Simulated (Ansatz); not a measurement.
Which is lower?

Two isomers of C2H5S (charge -1), closed shell, relaxed at PBE0-D4/def2-TZVPD (vibrations not checked).

A:

```
8
angstrom
C -0.4526 0.5775 -0.3077
C 0.3103 -0.6156 0.2498
S 1.9416 -0.1823 0.9148
H -1.4401 0.2911 -0.7060
H 0.1236 1.0507 -1.1086
H -0.5956 1.3301 0.4736
H 0.4152 -1.3652 -0.5472
H -0.3024 -1.0864 1.0314
```

B:

| atom | x (Å) | y (Å) | z (Å) |
| --- | --- | --- | --- |
| C1 | -0.5259 | 0.7477 | -0.2719 |
| C2 | -0.1589 | -0.7034 | -0.0527 |
| S3 | 1.5139 | -0.9108 | 0.4880 |
| H4 | -1.5226 | 0.8103 | -0.7346 |
| H5 | 0.1572 | 1.3514 | -0.9178 |
| H6 | -0.5935 | 1.2987 | 0.6770 |
| H7 | -0.2628 | -1.2874 | -0.9740 |
| H8 | 1.3926 | -1.3064 | 1.7860 |

Ansatz 0.2.0; basis: def2-TZVPPD; cores frozen in the correlated methods. B3LYP uses VWN-RPA correlation.

**Question.** Which structure is lower at CCSD(T), and by how much? (An estimate is asked for; the value comes from the calculation.)

**Answer.** Computed: A, by 2.048 eV (electronic energy, against the other). By their contacts, A is C₂H₅S ([CH3][CH2][S]), total charge -1 and B is C₂H₅S ([CH3][CH][SH]), total charge -1.

All methods give the same order:

```
   method  E(B) − E(A) (eV)
   PBE-D4             1.888
r2SCAN-D4             1.966
  PBE0-D4             1.978
 B3LYP-D4             1.990
  wB97M-V             2.008
       HF             2.246
      MP2             2.052
     CCSD             2.079
  CCSD(T)             2.048
```

No T1 diagnostic of these runs exceeds 0.013.

Labels in which every atom is bracketed show which atoms are joined, not bond orders.
